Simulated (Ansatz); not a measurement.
Harmonic frequencies (cm⁻¹) at PBE0-D4/def2-TZVP from Ansatz: 238, 285, 479, 492, 504, 712, 814, 876, 1584, 2725, 3579, 3684.

Each molecule was computed in one conformer, which needn't be the lowest.

(1) Which molecule is it?
A. `N[Si]F`
B. `C[Si]O`
C. `N[Si]N`
D. `N[Si]S`

Results:

(1) D.
